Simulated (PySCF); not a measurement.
**Electron affinity of Li by level of theory**

Li- [He] 2s2 (1S) → Li [He] 2s1 (2S), as a difference of total energies. All numbers are calculated (PySCF 2.14, scalar relativity by spin-free X2C-1e, in aug-cc-pVQZ-DK (6s5p4d3f2g, 80 functions)). Correlated levels: valence: 1s2 frozen. The calculations carry no spin-orbit coupling.

```
           method  electron affinity (eV)  error (eV)
              UHF                  -0.123      -0.741
              LDA                   0.590      -0.028
              PBE                   0.514      -0.104
             PBE0                   0.495      -0.123
           r2SCAN                   0.447      -0.171
           B2PLYP                   0.475      -0.143
            TPSSh                   0.580      -0.038
          r2SCANh                   0.452      -0.166
          LC-wPBE                   0.481      -0.137
    MP2 (valence)                   0.365      -0.253
SCS-MP2 (valence)                   0.462      -0.156
```

Reference: 0.618 eV (measured; photodetachment measurements, as compiled on the Wikipedia data page of electron affinities).

Errors of the correlated levels include the incompleteness of this basis and the frozen core.

A negative affinity means that the anion lies above the atom at that level of theory.

In the anion the highest occupied orbital energy is positive at LDA, PBE, PBE0, r2SCAN, B2PLYP, TPSSh, r2SCANh, a self-interaction effect; the basis confines that electron, and the energy difference can still be sensible.
